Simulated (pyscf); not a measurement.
Structures and frequencies: ωB97X-D3(BJ)/def2-SVP in PySCF.

### Question
H₃Si–O–SiH₃ + HCl → H₃Si–O–SiH₂–Cl + H₂
Surface: singlet. Broken: H–Si, Cl–H. Formed: Cl–Si, H–H. Give ΔE‡ and ΔE from ωB97M-D3(BJ)/def2-TZVP, relative to the separated reactants.

### Answer
ΔE‡ = 1.31 eV, ΔE = -0.94 eV. Zero-point energy shifts the barrier by +0.04 eV. It is a four-centre exchange, with an imaginary mode of 843i cm⁻¹. One saddle was located; it need not be the lowest between these sides.
